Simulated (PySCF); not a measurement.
## Mayer bond orders and bond lengths

Species: hydrogen sulfate, HO4S (charge -1).
SMILES with atom numbers: `[O:1]=[S:2](=[O:3])([O-:4])[OH:5]` (hydrogens: H6 on O5)

Geometry (GFN2-xTB, Å), atoms numbered from 1 in this order:
```
atom  x, y, z in Å
O1    -1.0078   -0.6468   -1.2147
S2    -0.4126   -0.0878   -0.0185
O3    -0.8327   -0.7277    1.2144
O4    -0.4168    1.3721    0.0409
O5     1.2206   -0.3993   -0.1411
H6     1.4525    0.4915    0.0976
```

Bond orders from the PBE0/pcSseg-1 density (PySCF). Isolated species at its GFN2-xTB geometry, gas phase. The pcSseg-1 basis has no diffuse functions, a weakness for an anion.

Problem. Where do the orders between heavy atoms depart from those drawn in the SMILES?

Solution. The largest departure is 0.627, at S2–O4 (drawn single, 1.627). Drawn single, order above 1.12: S2–O4 (1.627). Drawn single, order below 0.88: S2–O5 (0.875). The SMILES, with its formal charges, is one Lewis structure only.

Problem. Set the Mayer orders of the bonds between heavy atoms beside their lengths.

Solution. 
| bond | drawn as | length (Å) | Mayer order |
| --- | --- | --- | --- |
| O1–S2 | double | 1.448 | 1.728 |
| S2–O3 | double | 1.451 | 1.723 |
| S2–O4 | single | 1.461 | 1.627 |
| S2–O5 | single | 1.667 | 0.875 |

By pair of heavy elements: O–S: lowest S2–O5 (0.875, 1.667 Å), highest O1–S2 (1.728, 1.448 Å).

Problem. And the bonds to hydrogen?

Solution. H–O: 0.96 (1 bond).

Problem. Sum the orders of all bonds at each heavy atom with more than one neighbour and set the sums beside the valence in the SMILES.

Solution. S2 5.953 (drawn 6), O5 1.836 (drawn 2). Orders between atoms that aren't bonded are not in these sums.

For a closed shell the Mayer order of atoms A and B is Σ (PS)μν (PS)νμ over the basis functions μ on A and ν on B, with P the density and S the overlap matrix.

The run behind these numbers computed NMR shieldings as well. The run took 5.1 s of wall time on one thread of an x86-64 server, shared host.
